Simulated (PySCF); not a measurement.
Excitation energies in several basis sets

Compound: nitrosyl fluoride, FNO.
Cartesian coordinates in Å at the PBE0-D3(BJ)/def2-SVP level; atoms count from 1:
```xyz
3
FNO angstrom
O     -0.398    0.899   -0.289
N      0.455    0.176   -0.085
F     -0.055   -1.108    0.356
```

TDDFT with PBE0 (PySCF), vertical singlets, core orbitals frozen in the response, spherical d and f functions. Isolated species at its PBE0-D3(BJ)/def2-SVP geometry, gas phase.

**Question.** Compare def2-SVP, 6-31+G*, aug-cc-pVDZ, def2-TZVP, def2-TZVPD and aug-cc-pVTZ for this molecule.

**Answer.** 

| basis | functions | diffuse | S1 (eV) | S2 (eV) | S3 (eV) | S4 (eV) | S5 (eV) | LUMO (eV) | α (au) |
| --- | --- | --- | --- | --- | --- | --- | --- | --- | --- |
| def2-SVP | 42 | no | 3.95 | 5.99 | 6.95 | 9.54 | 9.65 | -3.08 | 11.0 |
| 6-31+G* | 54 | yes | 4.06 | 6.09 | 6.98 | 9.38 | 9.66 | -3.38 | 14.6 |
| aug-cc-pVDZ | 69 | yes | 4.07 | 6.11 | 7.00 | 9.36 | 9.64 | -3.32 | 15.9 |
| def2-TZVP | 93 | no | 4.06 | 6.12 | 7.02 | 9.49 | 9.68 | -3.21 | 13.8 |
| def2-TZVPD | 117 | yes | 4.07 | 6.14 | 7.02 | 9.40 | 9.67 | -3.28 | 16.4 |
| aug-cc-pVTZ | 138 | yes | 4.07 | 6.14 | 7.02 | 9.39 | 9.48 | -3.29 | 16.3 |

States are compared by their number. Against the largest diffuse basis here (aug-cc-pVTZ, itself not a converged limit), sets without diffuse functions differ by up to 0.12 eV in S1 and 0.20 eV in S5; the smaller diffuse sets differ by up to 0.01 and 0.19 eV. State by state, the largest deviation of a set without diffuse functions is S1 0.12, S2 0.16, S3 0.06, S4 0.15, S5 0.20 eV. The same number needn't mean the same state in each row. Against aug-cc-pVTZ the polarisability deviates by -33% in def2-SVP, -10% in 6-31+G*, -3% in aug-cc-pVDZ, -16% in def2-TZVP, +1% in def2-TZVPD.
